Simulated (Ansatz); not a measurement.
Ideal-gas functions of `[SiH3]S` at 600 K and 1 bar, from an Ansatz frequency run at PBE0-D4/def2-TZVP.

Molar mass 64.18 g/mol, point group Cs (symmetry number 1), electronic degeneracy 1, moments of inertia 7.664, 80.435, 82.222 u Å². Harmonic wavenumbers (cm⁻¹, unscaled): 190, 515, 536, 625, 813, 924, 931, 960, 2229, 2233, 2254, 2710.

Use S(trans) = R[1.5 ln M + 2.5 ln T − 1.1517]; rotational temperatures θ = 24.2544 K / I; S(rot) = R[ln(√π/σ · √(T³/θAθBθC)) + 1.5]; for each mode x = 1.438777 ν̃/T, S = R[x/(eˣ − 1) − ln(1 − e⁻ˣ)] and H = RT x/(eˣ − 1); 1 cm⁻¹ = 0.0119627 kJ/mol; R = 8.31446 J/(mol·K).

Question: By hand: the entropy, in J/(mol·K).

Answer: Translation 175.3. Rotation: θ = 3.1647, 0.3015, 0.295 K, giving 102.3. Vibration, mode by mode: 14.92, 7.07, 6.78, 5.69, 3.97, 3.22, 3.17, 3.00, 0.25, 0.25, 0.24, 0.09, in all 48.7. Electronic 0.0. Sum 326.3 J/(mol·K).

Question: By hand: H − E and G − E in kJ/mol, counted from the electronic energy.

Answer: Zero-point energy ½ × 14920 × 0.0119627 = 89.2; thermal vibration 17.1; translation, rotation and pV give 4 RT = 20.0. H − E = 126.3 kJ/mol, and G − E = 126.3 − 600 × 326.3/1000 = -69.5 kJ/mol.

Vibration gives 15 % of the entropy.
